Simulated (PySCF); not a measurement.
# Which determinant of BF lies lowest?

Unrestricted PBE0; PySCF, no relativity, basis sets B aug-cc-pVDZ, F aug-cc-pVDZ. Outer shells of the fragments: B 2s2 2p1; F 2s2 2p5.

Followed along the bond (rough minima from three points):

```
2Ms+1  unpaired  ⟨S²⟩ at the start  R at minimum (Å)  Te (eV)
    1      none               0.00              1.29     0.00
    3  σ ↑, π ↑               2.00              1.33     3.12
```

Solutions found at the starting distance of 1.430 Å, counted from the lowest of them; the search is not exhaustive and high or unbound solutions are not listed, so other states can lie among these:

```json
{"2Ms+1": "1", "unpaired": "none", "term": "¹Σ⁺", "E (eV)": "0.00", "⟨S²⟩": "0.00", "⟨Lz²⟩": "0.00", "μ (D)": "0.08"}
{"2Ms+1": "3", "unpaired": "σ ↑, π ↑", "term": "³Π", "E (eV)": "2.96", "⟨S²⟩": "2.00", "⟨Lz²⟩": "1.00", "μ (D)": "-1.08"}
{"2Ms+1": "1", "unpaired": "σ ↓, π ↑", "term": "mixed", "E (eV)": "4.11", "⟨S²⟩": "1.00", "⟨Lz²⟩": "1.00", "μ (D)": "-0.79"}
{"2Ms+1": "3", "unpaired": "σ ↑↑", "term": "³Σ⁺", "E (eV)": "7.47", "⟨S²⟩": "2.01", "⟨Lz²⟩": "0.00", "μ (D)": "-3.96"}
{"2Ms+1": "3", "unpaired": "π ↑↑", "term": "³Σ⁻", "E (eV)": "8.49", "⟨S²⟩": "2.05", "⟨Lz²⟩": "0.00", "μ (D)": "-1.92"}
{"2Ms+1": "3", "unpaired": "π ↑↑", "term": "mixed", "E (eV)": "9.31", "⟨S²⟩": "2.01", "⟨Lz²⟩": "2.01", "μ (D)": "3.71"}
{"2Ms+1": "3", "unpaired": "π ↑↑", "term": "mixed", "E (eV)": "9.58", "⟨S²⟩": "2.01", "⟨Lz²⟩": "2.01", "μ (D)": "3.75"}
```

A term symbol is given only where ⟨S²⟩ and ⟨Lz²⟩ are close to those of a pure state; real π, δ and φ orbitals otherwise mix terms. A positive dipole means B(−)F(+).

Task: Compare the gap between the two lowest followed solutions at the starting distance with the gap between their minima.

Result: At PBE0 the second solution (triplet, unpaired electrons σ ↑, π ↑) lies +2.96 eV from the first (singlet, closed shell) at 1.430 Å and +3.12 eV at the minima; the two curves relax by different amounts, since their minima lie near 1.33 and 1.29 Å.

Counting both spins, an empty level lies below a filled one in some of these solutions, because spin and occupation are held.
